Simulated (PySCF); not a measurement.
SMILES C, singlet (B3LYP/def2-SVP optimised geometry):

```
5

C     -0.366    -0.259     0.000
H      0.733    -0.259     0.000
H     -0.733     0.777     0.000
H     -0.733    -0.777     0.898
H     -0.733    -0.777    -0.898
```

Computed with PySCF 2.14.0 with B3LYP/def2-TZVP.

Problem. What are the frontier orbital energies and the dipole moment?

Solution. HOMO-2 -10.72 eV, HOMO-1 -10.72 eV, HOMO -10.72 eV, LUMO 1.27 eV, LUMO+1 3.29 eV; dipole moment 0.00 D.

On the same geometry PBE/def2-TZVP (PySCF) gives HOMO-2 -9.40 eV, HOMO-1 -9.40 eV, HOMO -9.40 eV, LUMO 0.88 eV, LUMO+1 2.79 eV; dipole moment 0.00 D.

Meta-Löwdin charges at B3LYP/def2-TZVP: C1 -0.47, H2 0.12, H3 0.12, H4 0.12, H5 0.12.
